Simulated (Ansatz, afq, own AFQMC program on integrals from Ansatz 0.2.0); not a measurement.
# Where AFQMC and coupled cluster stand for BH2O⁺, triplet

```xyz
4

B     0.0000   -0.2384    0.7416
O     0.0000    0.1607   -0.5303
H     0.0000    0.5590    1.6392
H     0.0000   -0.5526   -1.1750
```

Connectivity, by distances: BH–OH.

Basis cc-pVDZ. Only valence electrons are correlated. Ansatz 0.2.0 and our own AFQMC program on the same integrals; the CISD trial comes from CCSD amplitudes, and released means the phaseless constraint is let go. ± is one standard error of the sampling.

Determinant: UHF, the one that the program's search chose, which needn't be the lowest solution. The geometry is a PBE0/def2-TZVP stationary point of this or a neighbouring charge and spin state.

No full CI on the walks' own integrals is used here; CCSDT(Q) serves as the reference and is uncertain by about the last step of the cluster series.

Cautions: another spin lies lower (by 5.66 eV).

```
T1 diagnostic                               : 0.0107
weight of the determinant in the CISD state : 0.929
⟨S²⟩ of the determinant                     : 2.006
size of the correlated space                : 10 electrons in 36 orbitals
```

```json
{"level": "MP2", "correlation energy (eV)": "-5.1718"}
{"level": "CCSD", "correlation energy (eV)": "-5.8979"}
{"level": "CCSD(T)", "correlation energy (eV)": "-5.9955"}
```

Estimate where AFQMC with the constraint released lies against CCSD(T) on the same integrals.

2.2 ± 0.3 kJ/mol below CCSD(T).

Reference: CCSDT(Q), correlation energy -6.019 eV. The released energy is read at 2.40 1/Eh (meV from the phaseless value at times in 1/Eh: -3.0 ± 2.1 at 0.24, -6.7 ± 2.1 at 0.51, -8 ± 3 at 0.99, -12.2 ± 2.4 at 1.62, -8 ± 3 at 2.40).

```
         level  E − E(reference) (kJ/mol)  share of correlation (%)
       CCSD(T)                        2.2                     99.62
         CCSDT                        0.6                     99.90
 ph-AFQMC/CISD                  0.8 ± 0.2                     99.86
released AFQMC                  0.0 ± 0.3                    100.00
```

A walk keeps the symmetry of its determinant, which the program's search chose and which needn't be the lowest solution, so a lower state of the same spin and another symmetry isn't excluded. Released energies are given only where the last usable release times agree within the noise; a slower fall can still hide under it.
